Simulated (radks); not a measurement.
**O²⁻ held by a Watson sphere**

One table from this session's results is given with a row withheld; the runs are named, their logs left out.

The numbers are computed with radks (a radial shooting solver on a logarithmic mesh, Libxc functionals) version 1 (non-relativistic Kohn-Sham, r2SCAN, spin-polarised, spherical densities, point nucleus), except any that are marked as measured or tabulated.

## The atom as given

```
element       : oxygen (Z = 8)
charge        : -2
electrons     : 10
configuration : [Ne]
```

Outer shells as boxes (Hund's rule):

O²⁻
```
[He] core
2s [↑↓]
2p [↑↓][↑↓][↑↓]
```

The first run:

Settings of this run:

```text
Z 8
configuration [Ne]
relativity non-relativistic
functional r2scan,r2scan
spin polarised
nucleus point
watson charge 2 radius 1.96 bohr
```

Among the steps run: R = 1.96 bohr; R = 2.29 bohr; R = 2.89 bohr; R = 2.98 bohr; R = 3.06 bohr; R = 3.21 bohr; R = 3.82 bohr.

One of the session's tables, all rows but one given; the rest of the session is left out.

| R (bohr) | highest level (eV) | its <r> (bohr) | sum of <r²> (bohr²) |
| --- | --- | --- | --- |
| 1.96 | -8.207 | 1.470 | 20.99 |
| 2.29 | ? | ? | ? |
| 2.89 | -5.312 | 1.663 | 27.23 |
| 2.98 | -5.098 | 1.680 | 27.84 |
| 3.06 | -4.916 | 1.694 | 28.39 |
| 3.21 | -4.596 | 1.721 | 29.44 |
| 3.82 | -3.534 | 1.825 | 33.93 |

Q: Estimate the row for R (bohr) = 2.29 from the others.

Worked estimate for «highest level (eV)». A straight line through the neighbours (1.96, -8.207) and (2.89, -5.312) gives -8.207 + (-5.312 + 8.207) × (2.29 − 1.96) / (2.89 − 1.96) = -7.180; a parabola fitted to 3 rows on both sides gives -7.037.

**Answer.** highest level (eV): -7.027; its <r> (bohr): 1.544; sum of <r²> (bohr²): 23.20. In «highest level (eV)» the line misses by -0.153 and the parabola by -0.010.

What this shows: From R = 1.96 to 3.82 bohr the top level moves from -8.207 to -3.534 eV and its mean radius from 1.47 to 1.83 bohr. A wider sphere makes a shallower well, so the ion swells.
